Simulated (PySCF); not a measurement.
**Dipole moment and polarisability of methanethiol**

Species: methanethiol, CH₄S.
Geometry (GFN2-xTB, Å), atoms numbered from 1 in this order:
```xyz
6
CH4S angstrom
C     -0.504   -0.013    0.009
S      1.126    0.791   -0.113
H     -0.591   -0.522    0.964
H     -1.241    0.780   -0.058
H     -0.631   -0.709   -0.815
H      1.845   -0.326   -0.009
```

Level: CAM-B3LYP/def2-SVPD (PySCF), static field, nuclei fixed, core orbitals frozen in the response. The polarisability tensor in these axes (au):

```
x   40.72  2.73 -0.46
y    2.73 33.96 -0.14
z   -0.46 -0.14 33.19
```

Task: What are the eigenvalues, a third of the trace, and Δα (Δα² = ½Σ(αi − αj)² over the three pairs)?

Result: Principal values 32.99, 33.17 and 41.71 au; mean 35.96 au = 5.33 Å³ = 5.93 × 10⁻⁴⁰ C²·m²/J; Δα = 8.63 au (24 % of the mean).

Task: What is the dipole moment, and where does it point?

Result: (-0.96, -1.29, 0.16) D, 1.61 D in size, pointing from the negative to the positive side. Measured along this direction, the outermost atoms are S2 at the negative end and H3 and H5 at the positive end.

Task: Traceless (Buckingham) quadrupole moment about the centre of nuclear charge: eigenvalues?

Result: -2.87, -0.65, 3.52 D·Å. The values depend on the origin, since the dipole doesn't vanish. The electronic extent ⟨r²⟩ about the same centre is 145 bohr², a root-mean-square distance of 1.25 Å for the 26 electrons.

Task: Orientational against electronic polarisability at 400 K (dilute gas, rigid molecules)?

Result: In Gaussian units μ²/3kT = 15.73 Å³ against 5.33 Å³, a ratio of 2.95; the Debye molar polarisation (4π/3)N_A(α + μ²/3kT) is 53.1 cm³/mol, leaving out the vibrational part.

Task: Find the Langevin capture rate constant for O2+ (31.990 u) meeting this molecule (48.003 u), k = 2.342 × 10⁻⁹ cm³/s × √(α in Å³ / reduced mass in u).

Result: The reduced mass is 19.20 u, so k = 1.23 × 10⁻⁹ cm³/s. The formula leaves out the permanent dipole, which adds to the capture rate.

Task: Sum over states: ᾱ = Σ f/ω², ω in Eh. What share falls to these 8 lowest TDDFT singlets (eV, f)? 5.44, 0.0059; 6.10, 0.0354; 7.25, 0.0166; 7.49, 0.0031; 7.62, 0.0419; 8.36, 0.0271; 8.38, 0.0020; 8.78, 0.1055.

Result: They add up to 2.98 au, 8.3 % of the 35.96 au; the largest single term is 1.01 au, from the state at 8.78 eV. Terms in order: 0.15, 0.70, 0.23, 0.04, 0.54, 0.29, 0.02, 1.01 au. Higher excitations give the rest. The strengths listed sum to 0.237.

Task: Rayleigh depolarisation ratio (linearly polarised light, static tensor)?

Result: ρ = 3Δα²/(45ᾱ² + 4Δα²) = 223.3/(58180 + 297.7) = 0.00382.

Geometry: GFN2-xTB; no solvent, vibrations or thermal averaging.
